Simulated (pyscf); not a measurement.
PySCF, gas phase, ωB97X-D3(BJ)/def2-SVP geometries. Correlated levels are frozen-core, on RHF or UHF. ΔMP2 is the change of the MP2 total energy from the triple- to the quadruple-zeta basis.

SMILES: CSS
```xyz
7

C      0.6804    -0.3901    -0.0535
S     -0.6155     0.7046    -0.6852
S     -0.4343     2.3278     0.5713
H      0.6954    -1.2673    -0.7191
H      0.4572    -0.7196     0.9714
H      1.6607     0.1054    -0.0852
H     -1.2621     1.9096     1.5544
```
Charge 0, spin multiplicity 1.

### Question
What is the homolytic dissociation enthalpy (298 K, CCSD(T)/def2-TZVPP + ΔMP2(QZVPP)) of the S–S bond of H₃C–S–SH, to H₃C–S• + SH•?

### Answer
S–S to H₃C–S• + SH•: 2.73 eV. Other isomers of H₃C–S• were not searched in full and may lie lower. The CCSD(T) − MP2 part came from Ansatz, without density fitting, on the same reference. Left out: the spin-orbit lowering of SH.
